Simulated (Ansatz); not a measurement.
# SiHO₂+ (SMILES O=[Si]=[OH+]): functionals against CCSD(T) at one geometry

Aim: energy, forces and dipole at a structure displaced at random from a GFN2-xTB minimum, from CCSD(T) and from density functionals.

Program: Ansatz 0.2.0, Gaussian basis. Level of theory: single points in def2-TZVPP. These are calculated values, not measurements.

Correlated methods freeze the cores.

### Step 1. The system as given

SMILES `O=[Si]=[OH+]`, 4 atoms, charge 1, spin multiplicity 1.

Atoms are counted from 1 here; the program's logs count them from 0.

Bond lengths: O1–Si2 1.478 Å, Si2–O3 1.524 Å, O3–H4 0.973 Å. Angles: O1–Si2–O3 179.2°, Si2–O3–H4 175.9°.

Geometry (Å):

```xyz
4

O    -1.9844    0.7100   -0.0239
Si   -0.5907    0.2192   -0.0119
O     0.8499   -0.2780    0.0183
H     1.7445   -0.6598    0.0429
```

### Step 2. CCSD(T)/def2-TZVPP

Contents of run/in.yaml:

```yaml
crystal:
  periodic: [false, false, false]
  atoms:
    - {symbol: O, position_ang: [-1.984400, 0.710000, -0.023900]}
    - {symbol: Si, position_ang: [-0.590700, 0.219200, -0.011900]}
    - {symbol: O, position_ang: [0.849900, -0.278000, 0.018300]}
    - {symbol: H, position_ang: [1.744500, -0.659800, 0.042900]}
basis:
  gaussian: {orbitals: def2-TZVPP}
total_charge: 1
correlation: {method: ccsd_t}
output: {forces: true}
```

No record of the launch command was kept for these runs.

### Step 3. PBE0-D4/def2-TZVPP

run/in.yaml, as its differences from that of step 2:

```diff
@@ -10,3 +10,3 @@
 total_charge: 1
-correlation: {method: ccsd_t}
-output: {forces: true}
+hamiltonian: {xc: pbe0, dispersion: d4}
+output: {forces: true, orbitals: {seedname: orbitals}}
```

### Step 4. wB97M-V/def2-TZVPP

run/in.yaml, as its differences from that of step 3:

```diff
@@ -10,3 +10,3 @@
 total_charge: 1
-hamiltonian: {xc: pbe0, dispersion: d4}
-output: {forces: true, orbitals: {seedname: orbitals}}
+hamiltonian: {xc: {name: wB97M-V}}
+output: {forces: true}
```

### Step 5. r2SCAN-D4/def2-TZVPP

run/in.yaml, as its differences from that of step 4:

```diff
@@ -10,3 +10,3 @@
 total_charge: 1
-hamiltonian: {xc: {name: wB97M-V}}
+hamiltonian: {xc: r2scan, dispersion: d4}
 output: {forces: true}
```

### Step 6. PBE-D4/def2-TZVPP

run/in.yaml, as its differences from that of step 5:

```diff
@@ -10,3 +10,3 @@
 total_charge: 1
-hamiltonian: {xc: r2scan, dispersion: d4}
+hamiltonian: {xc: pbe, dispersion: d4}
 output: {forces: true}
```

### Step 7. LC-wPBE/def2-TZVPP

run/in.yaml, as its differences from that of step 6:

```diff
@@ -10,3 +10,3 @@
 total_charge: 1
-hamiltonian: {xc: pbe, dispersion: d4}
+hamiltonian: {xc: {name: LC-wPBE}}
 output: {forces: true}
```

### Step 8. CAM-B3LYP-D4/def2-TZVPP

run/in.yaml, as its differences from that of step 7:

```diff
@@ -10,3 +10,3 @@
 total_charge: 1
-hamiltonian: {xc: {name: LC-wPBE}}
+hamiltonian: {xc: {name: CAM-B3LYP}, dispersion: d4}
 output: {forces: true}
```

(Steps that only read results are left out.)

What does the calculation give? Wanted: energy less free atoms, CCSD(T)/def2-TZVPP; RMS force component; RMS force error; HOMO and LUMO, PBE0-D4; T1 diagnostic.

As calculated:

| quantity | value |
| --- | --- |
| energy less free atoms, CCSD(T)/def2-TZVPP | -575.8 kJ/mol |
| RMS force component | 0.480 to 0.870 eV/Å over the methods |
| RMS force error | PBE0-D4 0.336, wB97M-V 0.341, r2SCAN-D4 0.214, PBE-D4 0.195, LC-wPBE 0.510, CAM-B3LYP-D4 0.450 eV/Å |
| HOMO and LUMO, PBE0-D4 | -16.74 and -10.43 eV |
| T1 diagnostic | 0.023 |

What this shows: Against CCSD(T) the functionals' energies less atoms differ by -102.8 to -10.4 kJ/mol, PBE-D4 by -102.8 kJ/mol. A larger basis would deepen the CCSD(T) value, while the functionals are nearly converged already, so the order here is not reliable. For forces PBE-D4 does best and LC-wPBE worst. Frozen-core CCSD(T) forces in triple zeta carry basis errors of their own, and this is one geometry, so small gaps rank nothing.
